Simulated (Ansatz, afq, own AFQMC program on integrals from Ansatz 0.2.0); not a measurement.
Integrals from Ansatz 0.2.0, then the random walk in our own AFQMC program (afq).

```yaml
crystal:
  periodic: [false, false, false]
  atoms:
    - {symbol: O, position_ang: [0.000000, 0.000000, 0.000000]}
    - {symbol: O, position_ang: [0.000000, 0.000000, 1.345600]}
basis:
  gaussian: {orbitals: cc-pVDZ}
total_charge: 1
magnetization: {spin_polarized: true, initial_magnetization: 3}
correlation: {method: ccsd_t, electrons: outside_noble_gas, hamiltonian_folder: ham}
```

```sh
$ ansatz run in.yaml --threads 1 --pin off --events-out ev --progress --plain --max-ram 1843MiB
```

Options of the walk:

```
--method phaseless --trial hf --walkers 120 --populations 1 --least-time 40 --time-step 0.005 --steps-per-block 20 --equilibration-blocks 112 --max-blocks 600 --target-error 0.0012000 --factor-cut 1e-05 --start spin_pure --seed 4163 --taylor-order 6
```

Times are imaginary, in 1/Eh. The walk had a cap of 486 s.

Log:

```
orbitals 26  electrons 7 4  factors 178 of 263
reference energy -149.10541702 Eh
CCSD correlation -0.30333196 Eh in 11 cycles, weight of the determinant in the CISD state 0.9048
energy of the start -149.106263 Eh
 block  time / (1/Eh)  mean weight  energy / Eh
     1     0.100  1.0018  -149.212190
     2     0.200  1.0020  -149.289139
     3     0.300  1.0018  -149.319362
     4     0.400  1.0016  -149.335175
     5     0.500  1.0040  -149.357312
     7     0.700  1.0002  -149.376452
     9     0.900  1.0010  -149.398507
    18     1.800  1.0014  -149.405271
    52     5.200  0.9968  -149.429574
    86     8.600  1.0011  -149.396818
   120    12.000  1.0017  -149.406424
   154    15.400  1.0018  -149.388430
   188    18.800  0.9987  -149.368683
   222    22.200  0.9991  -149.379459
   256    25.600  0.9980  -149.408191
   290    29.000  1.0007  -149.422225
   324    32.400  0.9991  -149.436591
   358    35.800  1.0007  -149.413509
   392    39.200  0.9986  -149.386066
   426    42.600  1.0014  -149.407225
   460    46.000  1.0007  -149.390921
   494    49.400  0.9998  -149.381617
   528    52.800  0.9985  -149.400657
   562    56.200  1.0031  -149.404514
   579    57.900  1.0010  -149.351938
   596    59.600  0.9974  -149.438875
   613    61.300  1.0008  -149.451578
   630    63.000  0.9996  -149.413278
   664    66.400  1.0011  -149.412968
   698    69.800  1.0002  -149.360527
blocks merged  error / Eh  count
     1  0.001246  600
     2  0.001638  300
     4  0.002108  150
     8  0.002594  75
    16  0.003224  37
    32  0.003713  18
    64  0.004843  9
energy -149.402747 +/- 0.003713 Eh
(rows thinned)
```

The run failed at least one of its tests; the cautions name the faults.

Against this walk (error 101.0 meV) on the same determinant: CCSD(T) 402.2 meV lower, CCSDT(Q) 466.9 meV lower, a separate phaseless walk with a CISD trial and standard settings 420.0 ± 103.0 meV lower. The error is statistical and leaves out the bias of the constraint. None of these is a sure reference here.

Cautions: constraint bias not in the error; error above the target (101.0 against 32.7 meV); lower spins were not checked; the search met a lower determinant of the same kind, perhaps of another symmetry (22 meV lower), and this one is a saddle point; the CCSD(T) amplitudes may be one of several solutions (largest double 0.11); the CCSDT(Q) amplitudes may be one of several solutions (largest double 0.13).

The walk took 2 min on 1 thread of Arm Neoverse V2, on a shared host. The log's last line is the phaseless energy.

CCSDT and higher add their correlation energy to the determinant of the CCSD(T) run, since their own runs factorise the integrals more tightly (a shift of under 2 meV). A walk keeps the symmetry of its determinant, which the program's search chose and which needn't be the lowest solution, so a lower state of the same spin and another symmetry isn't excluded.
